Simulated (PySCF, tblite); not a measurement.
# H7NPSi+: dynamics, then NMR shifts on frames, part 2 of 2

tblite 0.8.0 and PySCF 2.14.0. Atoms count from 0. The steps go on from the part before.

### Step 5. Nuclear shieldings: 625 fs, PBE0/pcSseg-1

The job: settings as JSON, then the geometry in Å.

```
{"job": {"kind": "nmr", "xc": "PBE0", "basis": "pcSseg-1", "pop": false}, "charge": 1, "multiplicity": 1}
N     -1.757200    -1.012100     0.300500
Si    -1.029900     0.484800     0.154800
P      1.575000     0.398500     0.209300
H     -1.638000    -1.795500    -0.334100
H     -2.508900    -1.189800     1.007000
H     -1.056900     0.991800    -1.186500
H     -1.183100     1.101600     1.464300
H      1.895600    -0.581700    -0.777800
H      2.293100    -0.099700     1.305500
H      2.526100     1.413700    -0.075100
```

With the program's defaults for keys left out, this is: GIAO PBE0/pcSseg-1 NMR shielding, non-relativistic, gas phase.

Output:

```text
coarse grid: 8656 points
cycle   1  E = -689.1417247631  dE =  1.817e-01  |g| = 3.961e-01  |ddm| = 2.637e+00
cycle   2  E = -689.0946114902  dE =  4.711e-02  |g| = 6.012e-01  |ddm| = 8.169e-01
cycle   3  E = -689.1779518081  dE = -8.334e-02  |g| = 5.651e-02  |ddm| = 5.518e-01
cycle   4  E = -689.1786649758  dE = -7.132e-04  |g| = 1.363e-02  |ddm| = 6.837e-02
cycle   5  E = -689.1787075628  dE = -4.259e-05  |g| = 2.313e-03  |ddm| = 1.593e-02
cycle   6  E = -689.1787091517  dE = -1.589e-06  |g| = 4.567e-04  |ddm| = 3.229e-03
final grid: 72448 points
cycle   7  E = -689.1926726358  dE = -1.136e-05  |g| = 5.405e-03  |ddm| = 1.407e-02
cycle   8  E = -689.1926647643  dE =  7.871e-06  |g| = 8.131e-03  |ddm| = 1.086e-02
cycle   9  E = -689.1926791396  dE = -1.438e-05  |g| = 5.048e-04  |ddm| = 6.363e-03
cycle  10  E = -689.1926791957  dE = -5.606e-08  |g| = 9.541e-05  |ddm| = 6.303e-04
cycle  11  E = -689.1926791977  dE = -2.055e-09  |g| = 2.168e-05  |ddm| = 1.186e-04
cycle  12  E = -689.1926791979  dE = -1.284e-10  |g| = 4.174e-06  |ddm| = 2.755e-05
converged SCF energy = -689.1926791979

GIAO shielding tensors (ppm)
atom      isotropic    diamagn.    paramagn.     s11        s22        s33       span
  0 N      217.250     318.322    -101.072    186.004    225.469    240.275     54.271
  1 Si     346.016     877.986    -531.970    284.514    337.043    416.492    131.978
  2 P      514.462     968.446    -453.984    472.868    526.585    543.934     71.066
  3 H       28.843      29.597      -0.754     21.893     25.655     38.982     17.088
  4 H       27.313      26.152       1.162     21.043     23.626     37.270     16.228
  5 H       25.451      28.080      -2.629     20.906     25.057     30.391      9.485
  6 H       25.391      27.473      -2.082     21.883     24.160     30.131      8.248
  7 H       26.827      28.690      -1.863     22.784     23.830     33.868     11.084
  8 H       27.031      28.274      -1.244     22.885     23.449     34.758     11.873
  9 H       26.462      26.958      -0.496     22.331     22.784     34.272     11.942
```

Run time: 4.2 s. Hardware: 1 thread of INTEL XEON PLATINUM 8581C at 2.10GHz, shared host; peak memory 0.45 GiB.

Key values: δ N0 50.5, Si1 3.1, P2 -196.1, H6 6.33, H5 6.27 ppm.

### Step 6. NMR shieldings: 800 fs, PBE0/pcSseg-1

The job: settings as JSON, then the geometry in Å.

```
{"job": {"kind": "nmr", "xc": "PBE0", "basis": "pcSseg-1", "pop": false}, "charge": 1, "multiplicity": 1}
N     -1.864700    -1.000700     0.086400
Si    -1.320400     0.648700     0.127800
P      1.189700     0.559900     0.496600
H     -1.699700    -1.813100    -0.444300
H     -2.306400    -1.243800     0.993200
H     -1.338700     1.231500    -1.187700
H     -1.804100     1.323100     1.349900
H      1.854400    -0.597000     0.788100
H      1.273400     1.310000     1.626400
H      2.178900     1.208200    -0.153200
```

Method: GIAO PBE0/pcSseg-1 NMR shielding, non-relativistic, gas phase.

Output:

```text
coarse grid: 8656 points
cycle   1  E = -689.1341919351  dE =  2.376e-01  |g| = 4.126e-01  |ddm| = 2.648e+00
cycle   2  E = -689.0674483551  dE =  6.674e-02  |g| = 6.705e-01  |ddm| = 9.862e-01
cycle   3  E = -689.1749058962  dE = -1.075e-01  |g| = 6.045e-02  |ddm| = 6.778e-01
cycle   4  E = -689.1757407342  dE = -8.348e-04  |g| = 1.530e-02  |ddm| = 7.396e-02
cycle   5  E = -689.1757959849  dE = -5.525e-05  |g| = 2.280e-03  |ddm| = 1.730e-02
cycle   6  E = -689.1757975518  dE = -1.567e-06  |g| = 4.603e-04  |ddm| = 3.231e-03
final grid: 72448 points
cycle   7  E = -689.1891312364  dE = -1.065e-05  |g| = 5.619e-03  |ddm| = 1.381e-02
cycle   8  E = -689.1891215618  dE =  9.675e-06  |g| = 8.721e-03  |ddm| = 1.133e-02
cycle   9  E = -689.1891380828  dE = -1.652e-05  |g| = 4.608e-04  |ddm| = 6.847e-03
cycle  10  E = -689.1891381275  dE = -4.469e-08  |g| = 8.250e-05  |ddm| = 5.689e-04
cycle  11  E = -689.1891381293  dE = -1.744e-09  |g| = 1.908e-05  |ddm| = 1.185e-04
cycle  12  E = -689.1891381294  dE = -9.993e-11  |g| = 3.123e-06  |ddm| = 2.327e-05
converged SCF energy = -689.1891381294

GIAO shielding tensors (ppm)
atom      isotropic    diamagn.    paramagn.     s11        s22        s33       span
  0 N      227.156     316.990     -89.834    205.570    226.945    248.953     43.383
  1 Si     355.111     877.563    -522.452    327.309    351.980    386.044     58.734
  2 P      536.846     969.689    -432.842    494.011    530.505    586.023     92.011
  3 H       29.487      30.857      -1.369     23.081     25.207     40.174     17.093
  4 H       28.743      27.249       1.494     21.774     25.765     38.689     16.915
  5 H       25.569      27.666      -2.097     21.572     24.497     30.638      9.066
  6 H       25.395      26.968      -1.572     22.128     23.935     30.123      7.995
  7 H       27.949      29.777      -1.828     23.476     24.379     35.990     12.514
  8 H       28.222      29.794      -1.572     23.865     25.156     35.645     11.781
  9 H       28.031      29.427      -1.396     23.640     23.958     36.495     12.855
```

Run time: 4.3 s. Hardware: 1 thread of INTEL XEON PLATINUM 8581C at 2.10GHz, shared host; peak memory 0.45 GiB.

Key values: δ N0 40.6, Si1 -6.0, P2 -218.5, H6 6.32, H5 6.15 ppm.

### Step 7. Nuclear shieldings: 1000 fs, PBE0/pcSseg-1

The job: settings as JSON, then the geometry in Å.

```
{"job": {"kind": "nmr", "xc": "PBE0", "basis": "pcSseg-1", "pop": false}, "charge": 1, "multiplicity": 1}
N     -2.352500    -0.513600    -0.199800
Si    -1.804000     1.048100     0.105700
P      0.548500     0.917000     0.381000
H     -2.956400    -0.957800    -0.955800
H     -2.337600    -1.215000     0.546200
H     -1.891900     1.906200    -1.124700
H     -2.280800     1.349000     1.428500
H      1.331500     0.239300     1.301300
H      1.239000     2.084100     0.494000
H      1.273700     0.640300    -0.778300
```

Method: GIAO PBE0/pcSseg-1 NMR shielding, non-relativistic, gas phase.

Output:

```text
coarse grid: 8656 points
cycle   1  E = -689.1341458706  dE =  2.808e-01  |g| = 4.179e-01  |ddm| = 2.662e+00
cycle   2  E = -689.0901698285  dE =  4.398e-02  |g| = 6.112e-01  |ddm| = 9.791e-01
cycle   3  E = -689.1755223050  dE = -8.535e-02  |g| = 5.390e-02  |ddm| = 6.368e-01
cycle   4  E = -689.1761541577  dE = -6.319e-04  |g| = 1.547e-02  |ddm| = 7.274e-02
cycle   5  E = -689.1762131198  dE = -5.896e-05  |g| = 2.714e-03  |ddm| = 1.860e-02
cycle   6  E = -689.1762150416  dE = -1.922e-06  |g| = 3.645e-04  |ddm| = 3.508e-03
final grid: 72448 points
cycle   7  E = -689.1896720627  dE = -1.158e-05  |g| = 5.405e-03  |ddm| = 1.373e-02
cycle   8  E = -689.1896648104  dE =  7.252e-06  |g| = 8.007e-03  |ddm| = 1.112e-02
cycle   9  E = -689.1896783611  dE = -1.355e-05  |g| = 4.017e-04  |ddm| = 6.488e-03
cycle  10  E = -689.1896783917  dE = -3.061e-08  |g| = 7.948e-05  |ddm| = 5.097e-04
cycle  11  E = -689.1896783931  dE = -1.437e-09  |g| = 1.749e-05  |ddm| = 1.013e-04
cycle  12  E = -689.1896783932  dE = -7.753e-11  |g| = 3.282e-06  |ddm| = 2.319e-05
converged SCF energy = -689.1896783932

GIAO shielding tensors (ppm)
atom      isotropic    diamagn.    paramagn.     s11        s22        s33       span
  0 N      240.821     317.452     -76.631    220.451    228.489    273.524     53.073
  1 Si     376.514     876.964    -500.450    332.756    356.658    440.128    107.372
  2 P      550.445     969.930    -419.484    518.785    551.184    581.367     62.582
  3 H       27.374      25.614       1.760     20.747     23.140     38.236     17.490
  4 H       30.059      29.823       0.237     22.058     27.409     40.711     18.654
  5 H       24.848      25.456      -0.608     21.585     23.608     29.353      7.768
  6 H       25.316      26.621      -1.305     20.921     24.352     30.675      9.754
  7 H       27.133      29.382      -2.248     22.695     23.160     35.544     12.849
  8 H       27.979      29.085      -1.106     23.628     23.907     36.402     12.774
  9 H       27.129      30.283      -3.154     22.950     23.425     35.013     12.063
```

It took 3.7 s on 1 thread of INTEL XEON PLATINUM 8581C at 2.10GHz, shared host; peak memory 0.45 GiB.

In short: δ N0 26.9, Si1 -27.4, P2 -232.1, H5 6.87, H6 6.40 ppm.

### Step 8. Comparing the runs: NMR shifts

Shifts (ppm) of some atoms, chosen among heavy atoms and hydrogens apart, with basis size and wall time:

```
  frame    H9    H8    H4    H3    N0    Si1      P2  functions   time
 250 fs  5.21  4.08  2.17  1.35  16.0  -23.6  -181.7        100    6 s
 425 fs  4.50  5.42  1.43  0.26   6.5  -21.4  -179.1        100  4.2 s
 625 fs  5.25  4.69  4.40  2.87  50.5    3.1  -196.1        100  4.2 s
 800 fs  3.69  3.49  2.97  2.23  40.6   -6.0  -218.5        100  4.3 s
1000 fs  4.59  3.74  1.66  4.34  26.9  -27.4  -232.1        100  3.7 s
```

### Step 9. What came out

What follows sums up all 2 parts.

| quantity | value |
| --- | --- |
| thermostat | 300 K |
| mean temperature, second half | 293 K |
| mean potential energy above the minimum | 0.28 eV |
| 1H shifts against TMS (PBE0/pcSseg-1, 250 fs) | 6.10, 5.62, 5.28, 5.21, 4.08, 2.17, 1.35 ppm |
| 15N shifts against NH3 (PBE0/pcSseg-1, 250 fs) | 16.0 ppm |
| 29Si shifts against TMS (PBE0/pcSseg-1, 250 fs) | -23.6 ppm |
| 31P shifts against H3PO4 (PBE0/pcSseg-1, 250 fs) | -181.7 ppm |
| range of the shift of P2 | -232.1 to -179.1 ppm |

In the second half the potential energy averages 0.28 eV above the minimum; equipartition over 24 harmonic modes at 300 K would give 0.31 eV. With 10 atoms the temperature swings widely (72 to 501 K). Shifts at one fixed geometry are not the observed spectrum, which averages over the motion. In the first frame run (250 fs): The widest tensor belongs to Si1: span 100 ppm, with a paramagnetic part of -505 ppm. By nearest atom (PBE0/pcSseg-1), the HOMO sits on N0 65 %; H3, H4, H5 about 8 % each and the LUMO on Si1 35 %; H5, H6 about 14 % each. In ppm, P2 moves most: its shift spreads over 53.0 ppm, from -232.1 (1000 fs) to -179.1 (425 fs).
